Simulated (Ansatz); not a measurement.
CH₅AlO: the same geometry under several functionals.

```yaml
crystal:
  periodic: [false, false, false]
  atoms:
    - {symbol: O, position_ang: [-0.535038, 0.377591, -0.858197]}
    - {symbol: C, position_ang: [-0.173154, 0.741503, 0.571046]}
    - {symbol: Al, position_ang: [0.802812, -0.818739, -0.058601]}
    - {symbol: H, position_ang: [-1.459252, 0.124061, -0.927844]}
    - {symbol: H, position_ang: [-1.052685, 0.640405, 1.204482]}
    - {symbol: H, position_ang: [0.178255, 1.769868, 0.553465]}
    - {symbol: H, position_ang: [0.122260, -2.224753, 0.229979]}
    - {symbol: H, position_ang: [2.208801, -0.666938, -0.770231]}
basis:
  gaussian: {orbitals: def2-TZVPP}
hamiltonian: {xc: {name: B97M-V}}
output: {orbitals: {seedname: orbitals}}
```

```sh
$ ansatz run in.yaml --threads 2 --pin off --events-out ev --progress --plain --max-ram 4352MiB
```

Output, abridged:

```
Functional definition: B97M-V
895 factors; their error is unknown
mean field evaluation 1: about -9755.1680 eV, gradient 5.3e1 eV
mean field evaluation 2: about -9743.0653 eV, gradient 8.9e1 eV
mean field evaluation 4: about -9761.1031 eV, gradient 6.8e0 eV
mean field evaluation 8: about -9761.2015 eV, gradient 4.2e-2 eV
mean field evaluation 16: about -9761.1871 eV, gradient 7.0e-5 eV
mean field -9761.18710710 eV, -358.7170098155 hartree, gradient 1.3e-5 eV, S^2 0.000000; 0 other end points of the search recorded, 0 dependent functions left out
reference -9761.18716984 eV, -358.7170121212 hartree; 16, 16 occupied and 158, 158 virtual orbitals, 895 factors
Total energy: -9761.18716984 eV, -358.7170121212 hartree
```

Run time 6.5 s (2 threads of an Arm Neoverse V2 on a shared host); peak host memory 0.23 GiB.

With the line `hamiltonian: {xc: lda}` (abridged; 0.9 s):

```
Functional definition: SPW92
mean field evaluation 16: about -9708.9774 eV, gradient 1.2e-4 eV
mean field -9708.97743606 eV, -356.7983397939 hartree, gradient 2.5e-5 eV, S^2 0.000000
Total energy: -9708.97747641 eV, -356.7983412768 hartree
```

With the line `hamiltonian: {xc: {name: r2SCAN0}, dispersion: d4}` (abridged; 3.2 s):

```
Functional definition: r2SCAN0
mean field -9760.20084077 eV, -358.6807651965 hartree, gradient 7.3e-5 eV, S^2 0.000000
Total energy: -9760.23117798 eV, -358.6818800683 hartree
```

The same input with `hamiltonian: {xc: {name: BLYP}, dispersion: d4}` (abridged; 1.5 s):

```
Functional definition: BLYP
mean field evaluation 16: about -9762.2950 eV, gradient 1.0e-4 eV
mean field -9762.29504483 eV, -358.7577257763 hartree, gradient 2.1e-5 eV, S^2 0.000000
Total energy: -9762.54675751 eV, -358.7669760467 hartree
```

With the line `hamiltonian: {xc: pbe0, dispersion: d4}` (abridged; 1.8 s):

```
Functional definition: PBE0
mean field -9756.46459236 eV, -358.5434606000 hartree, gradient 4.8e-5 eV, S^2 0.000000
Total energy: -9756.55733593 eV, -358.5468688633 hartree
```

The same input with `hamiltonian: {xc: {name: wB97M-V}}` and forces (abridged; 7 s):

```
Functional definition: wB97M-V
mean field evaluation 16: about -9761.3584 eV, gradient 5.5e-5 eV
mean field -9761.35836329 eV, -358.7233033646 hartree, gradient 5.5e-5 eV, S^2 0.000000
Total energy: -9761.35841406 eV, -358.7233052304 hartree
Atom 0 force    -0.152171    -0.080858    -0.186352 eV/Å
Atom 1 force     0.050757     0.134156     0.271702 eV/Å
Atom 2 force     0.085887    -0.130002    -0.063151 eV/Å
Atom 3 force     0.065501     0.030772    -0.015912 eV/Å
Atom 4 force     0.069461     0.017119    -0.072325 eV/Å
Atom 5 force    -0.044935    -0.095678     0.004940 eV/Å
Atom 6 force     0.070174     0.137720    -0.020599 eV/Å
Atom 7 force    -0.144674    -0.013229     0.081697 eV/Å
Dipole moment:    -0.470654     0.206860     0.071370 e Å
```
